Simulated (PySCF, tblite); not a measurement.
Species: C5H8S.
Geometry (GFN2-xTB, Å), atoms numbered from 1 in this order:
```xyz
14
C5H8S angstrom
C     -3.097   -0.527    0.407
C     -1.770   -0.509    0.504
C     -0.935    0.492   -0.105
C      0.400    0.521   -0.015
S      1.365   -0.652    0.857
C      3.021    0.024    0.535
H     -3.632    0.227   -0.148
H     -3.692   -1.291    0.875
H     -1.250   -1.276    1.064
H     -1.430    1.271   -0.670
H      0.984    1.293   -0.489
H      3.092    1.028    0.943
H      3.214    0.026   -0.534
H      3.728   -0.630    1.036
```

Computed with PBE0/pcSseg-1 in PySCF (dipole) on a GFN2-xTB geometry, gas phase.

Take the most abundant isotopes and a rigid rotor. The values belong to one conformer with, in the numbering `[CH2:1]=[CH:2]/[CH:3]=[CH:4]\[S:5][CH3:6]`, C1–C2–C3–C4 180°, C3–C4–S5–C6 180°.

Task: Give the principal moments of inertia and the rotational constants in GHz.

Result: Ia = 44.69, Ib = 400.88, Ic = 442.34 u·Å²; 505379 MHz·u·Å²/I gives 11310, 1261 and 1143 MHz, that is A = 11.310, B = 1.2607, C = 1.1425 GHz.

Task: Classify the top.

Result: A near-prolate asymmetric top; Ray's κ = -0.977.

Task: Is it planar, by Δ = Ic − Ia − Ib?

Result: Not planar: Δ = Ic − Ia − Ib = -3.23 u·Å². For a rigid frame Δ = −2 Σ m c², so Σ m c² = 1.61 u·Å² lies off the ab plane, practically all of it from hydrogen. The atom farthest from that plane is 0.90 Å away.

Task: Give the other two planar moments, Paa and Pbb, and the rms extents of the mass along the axes.

Result: Paa = Σ m a² = (Ib + Ic − Ia)/2 = 399.27 and Pbb = Σ m b² = (Ia + Ic − Ib)/2 = 43.07 u·Å². With the mass M = 100.03 u, the rms extents √(P/M) along a, b and c are 2.00, 0.66, 0.13 Å.

Task: List the rotational levels J(Ka,Kc) to J = 5 (MHz).

Result: Above 0(0,0):
J = 1: 1(0,1) 2403, 1(1,1) 12452, 1(1,0) 12570
J = 2: 2(0,2) 7209, 2(1,2) 17140, 2(1,1) 17495, 2(2,1) 47641, 2(2,0) 47642
J = 3: 3(0,3) 14414, 3(1,3) 24172, 3(1,2) 24881, 3(2,2) 54851, 3(2,1) 54856, 3(3,1) 105391, 3(3,0) 105391
J = 4: 4(0,4) 24016, 4(1,4) 33546, 4(1,3) 34728, 4(2,3) 64463, 4(2,2) 64478, 4(3,2) 115006, 4(3,1) 115006, 4(4,1) 185760, 4(4,0) 185760
J = 5: 5(0,5) 36012, 5(1,5) 45262, 5(1,4) 47035, 5(2,4) 76476, 5(2,3) 76513, 5(3,3) 127025, 5(3,2) 127026, 5(4,2) 197778, 5(4,1) 197778, 5(5,1) 288747, 5(5,0) 288747
The levels of one J sum to (2J + 1)J(J + 1)(A + B + C)/3.

Task: Which lines would a microwave search look for?

Result: The dipole components are |μa| = 1.38 D, |μb| = 1.15 D, |μc| = 0.00 D; the mirror of this Cs structure is the ab plane, so μc vanishes by symmetry and there are no c-type lines. Intensities carry the squares of the components, which stand as 1.00 : 0.70 (a : b). Some lines, for components of 0.1 D or more:

| type | branch | J(Ka,Kc) | MHz | lower level (cm⁻¹) |
| --- | --- | --- | --- | --- |
| a | Q | 4(1,3) ← 4(1,4) | 1182 | 1.119 |
| a | R | 2(1,1) ← 1(1,0) | 4925 | 0.419 |
| a | R | 3(1,3) ← 2(1,2) | 7032 | 0.572 |
| a | R | 3(2,1) ← 2(2,0) | 7214 | 1.589 |
| a | R | 3(1,2) ← 2(1,1) | 7386 | 0.584 |
| a | R | 4(2,3) ← 3(2,2) | 9612 | 1.830 |
| a | R | 4(3,1) ← 3(3,0) | 9615 | 3.515 |
| a | R | 4(2,2) ← 3(2,1) | 9622 | 1.830 |
| a | R | 4(1,3) ← 3(1,2) | 9847 | 0.830 |
| b | Q | 1(1,0) ← 1(0,1) | 10167 | 0.080 |
| b | Q | 2(1,1) ← 2(0,2) | 10286 | 0.240 |
| b | Q | 4(1,3) ← 4(0,4) | 10712 | 0.801 |
| b | R | 2(1,2) ← 1(0,1) | 14737 | 0.080 |
| b | R | 4(1,4) ← 3(0,3) | 19132 | 0.481 |
| b | Q | 4(2,2) ← 4(1,3) | 29750 | 1.158 |
| b | Q | 3(2,1) ← 3(1,2) | 29975 | 0.830 |
| b | Q | 2(2,1) ← 2(1,2) | 30501 | 0.572 |
| b | Q | 3(2,2) ← 3(1,3) | 30679 | 0.806 |
| b | Q | 4(2,3) ← 4(1,4) | 30917 | 1.119 |
| b | R | 2(2,1) ← 1(1,0) | 35071 | 0.419 |
| b | R | 2(2,0) ← 1(1,1) | 35190 | 0.415 |
| b | R | 3(2,2) ← 2(1,1) | 37356 | 0.584 |
| b | Q | 3(3,1) ← 3(2,2) | 50540 | 1.830 |
| b | Q | 4(3,2) ← 4(2,3) | 50543 | 2.150 |
| b | R | 3(3,0) ← 2(2,1) | 57750 | 1.589 |
| b | R | 4(3,1) ← 3(2,2) | 60155 | 1.830 |
| b | R | 4(4,1) ← 3(3,0) | 80368 | 3.515 |

Task: Estimate the classical rotational partition function at 25 K, 50 K and 200 K.

Result: Point group Cs, symmetry number σ = 1; q = (√π/σ)·√((kT/h)³/(ABC)), k/h = 20836.6 MHz/K: 5220 at 25 K, 14800 at 50 K, 118000 at 200 K.

Its GFN2-xTB frequencies are all real (lowest 46 cm⁻¹). These are rigid-rotor constants of the computed structure; measured ground-state constants (B0) also hold zero-point vibration. A rigid rotor knows nothing of internal rotation, which can split or shift real lines.
